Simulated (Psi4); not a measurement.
Process, species as SMILES: O=C (CH2-O) → [CH-]=O + H+
B3LYP-D3(BJ)/def2-TZVP geometries, fixed; electronic energies without zero-point terms.
Largest species:
```
C
O 1 1.1989
H 1 1.1075 2 122.05
H 1 1.1075 3 115.91 2 180.00
```
Charge 0, spin multiplicity 1.

The deprotonation energy at MP2 with Psi4, in kcal/mol, split into its Hartree-Fock and correlation parts. Density fitting with the program's default auxiliary sets. Cores are frozen. No added dispersion term, no relativity. Functions are those of the species that has most.

```json
[
 {"basis": "aug-cc-pVDZ", "X": "2", "functions": "64", "Hartree-Fock": "407.19", "MP2": "401.32"},
 {"basis": "aug-cc-pVTZ", "X": "3", "functions": "138", "Hartree-Fock": "409.17", "MP2": "403.50"},
 {"basis": "aug-cc-pVQZ", "X": "4", "functions": "252", "Hartree-Fock": "409.37", "MP2": "403.57"}
]
```

Worked estimate of the basis-set limit from each neighbouring pair, with Hartree-Fock from the larger set and the correlation part extrapolated as X^-3.
Correlation parts: X = 2: -5.87, X = 3: -5.67, X = 4: -5.80.
- (2,3): (27·(-5.67) - 8·(-5.87))/19 = -5.59; with Hartree-Fock 409.17 the estimate is 403.58 kcal/mol.
- (3,4): (64·(-5.80) - 27·(-5.67))/37 = -5.89; with Hartree-Fock 409.37 the estimate is 403.48 kcal/mol.
The last two estimates differ by 0.11 kcal/mol; the largest set lies 0.09 from the last. Over the last step Hartree-Fock moves by 0.20 and the correlation part by -0.13.
